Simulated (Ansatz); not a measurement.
Reactions of `C=C(O)NC`.

Calculated with Ansatz (gas phase, PBE0-D4/def2-TZVP geometries, no zero-point term in ΔE). CBS: MP2 limit from def2 TZ/QZ plus the TZ coupled-cluster correction, frozen cores. This one scheme is used for every species, atoms too. Open shells (•) are unrestricted, without spin–orbit coupling. Spin–orbit coupling would lower the free atoms: a little for C, O. Each species was taken in one conformer, which may not be the lowest.

(1) Order these by ΔE at CCSD(T)/CBS, lowest first. (Estimate.)
A. `C=C(O)NC` → `[CH2]` (triplet) + `C=C(N)O`
B. `C=C(O)NC` + H₂ → `C=CNC` + H₂O
C. `C=C(O)NC` + H–F → `C=C(F)NC` + H₂O
D. `C=C(O)NC` → 3 C• + 7 H• + N• + O•
E. `C=C(O)NC` → `CNC(C)=O`
F. `C=C(O)NC` + `C1COCOC1` → `CC1OCCCO1` + `C=C(N)O`
G. `C=C(O)NC` + `NN` → `CNN` + `C=C(N)O`

Largest T1 diagnostic: 0.014, for `CNC(C)=O`.

Answers

(1) E (-23.7 kcal/mol), B (-14.7 kcal/mol), F (-7.4 kcal/mol), G (-0.2 kcal/mol), C (+5.4 kcal/mol), A (+98.4 kcal/mol), D (+1132.3 kcal/mol).
